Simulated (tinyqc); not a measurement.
Worked calculation: Born-Oppenheimer dynamics on the RHF/sto-3g surface (energies and gradients from PySCF), for BH, spin multiplicity 1. Computed by tinyqc, a small Python program that keeps every step (integrals from PySCF). Settings: charge = 0, multiplicity = 1, basis = sto-3g, time step (fs) = 0.5, steps = 16. Command: `OMP_NUM_THREADS=1 python tinyqc.py 28276 28277 out.jsonl` (the two numbers bound the seeds that draw the settings). One thread of a shared host (Intel(R) Xeon(R) Processor @ 2.60GHz), about 0.9 s of CPU time with the checks.

positions (bohr):
```
           x         y         z
1B  0.000000  0.000000  0.000000
2H  0.000000  0.000000  2.241215
```

The total energy should stay constant up to terms of order dt^2; the step counts as short enough if it moves by less than 2 % of the largest kinetic energy.

Trajectory:
```
time (fs)  1B-2H (angstrom)  potential (hartree)  kinetic (hartree)  total (hartree)
0.000000           1.186000         -24.75259232         0.00289052     -24.74970180
0.500000           1.195137         -24.75281853         0.00311151     -24.74970702
1.000000           1.205942         -24.75296206         0.00325176     -24.74971030
1.500000           1.217540         -24.75297282         0.00326200     -24.74971082
2.000000           1.229034         -24.75284356         0.00313483     -24.74970873
2.500000           1.239575         -24.75260794         0.00290305     -24.74970489
3.000000           1.248418         -24.75232736         0.00262690     -24.74970046
3.500000           1.254961         -24.75207272         0.00237614     -24.74969658
4.000000           1.258772         -24.75190642         0.00221232     -24.74969410
4.500000           1.259605         -24.75186833         0.00217478     -24.74969354
5.000000           1.257407         -24.75196748         0.00227247     -24.74969501
5.500000           1.252319         -24.75218028         0.00248208     -24.74969821
6.000000           1.244672         -24.75245527         0.00275281     -24.74970246
6.500000           1.234977         -24.75272417         0.00301740     -24.74970677
7.000000           1.223905         -24.75291804         0.00320808     -24.74970995
7.500000           1.212255         -24.75298590         0.00327496     -24.74971094
8.000000           1.200904         -24.75291152         0.00320238     -24.74970913
```

Is the time step short enough?

Yes. The total energy moves within 1.7e-05 hartree, under 2 % of the largest kinetic energy.
